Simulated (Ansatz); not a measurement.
Cartesian coordinates (Å):
```xyz
11

C     -0.0263     1.2018    -0.0155
C      1.1941     0.5112     0.0052
C      1.1669    -0.8938     0.0227
N      0.0354    -1.6167     0.0209
C     -1.1267    -0.9442     0.0010
C     -1.2153     0.4582    -0.0177
H     -0.0504     2.3025    -0.0297
H      2.1543     1.0490     0.0077
H      2.1131    -1.4649     0.0392
H     -2.0470    -1.5564    -0.0002
H     -2.1981     0.9533    -0.0336
```
Charge 0, multiplicity 1.

The numbers are results of Ansatz (an electronic-structure program) with frozen-core CCSD(T)/cc-pVTZ // PBE-D3(BJ)/def2-SVP, not measurements. The restricted HF reference is unstable towards unrestricted orbitals.

HF energy: -246.77169 Ha
MP2 correlation energy: -0.98646 Ha

Task: Estimate the CCSD correlation energy, the (T) correction, the total energy and the T1 diagnostic.

Result: 
```json
{
 "CCSD correlation energy": "-1.00408 Ha",
 "(T) correction": "-0.05494 Ha",
 "CCSD(T) total energy": "-247.83072 Ha",
 "T1 diagnostic": "0.012"
}
```
